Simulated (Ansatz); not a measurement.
```xyz
11

C     0.0000    0.0000    0.5877
C     0.0000    1.2669   -0.2602
C     0.0000   -1.2669   -0.2602
H    -0.8769    0.0000    1.2447
H     0.8769    0.0000    1.2447
H     0.0000    2.1662    0.3621
H     0.0000   -2.1662    0.3621
H     0.8836    1.3042   -0.9044
H    -0.8836    1.3042   -0.9044
H    -0.8836   -1.3042   -0.9044
H     0.8836   -1.3042   -0.9044
```

Basis set: cc-pVDZ (spherical functions). Correlated methods keep 3 orbitals frozen. Charge 0, multiplicity 1.

Computed with Ansatz (development build ahead of 0.2.0); the reference of a correlated method needn't be the lowest determinant of its kind. Restricted open shells among the atoms or ions are ROHF, correlated in semicanonical orbitals with singles.

Task: Give the atomization energy at this shape (free ground-state atoms in the same class of orbitals less the molecule, no zero-point energy) of singlet C3H8 by RHF-CCSD(T), RHF-MP2.

Result:

```csv
method,atomization energy
RHF-CCSD(T),944.65 kcal/mol
RHF-MP2,947.28 kcal/mol
```
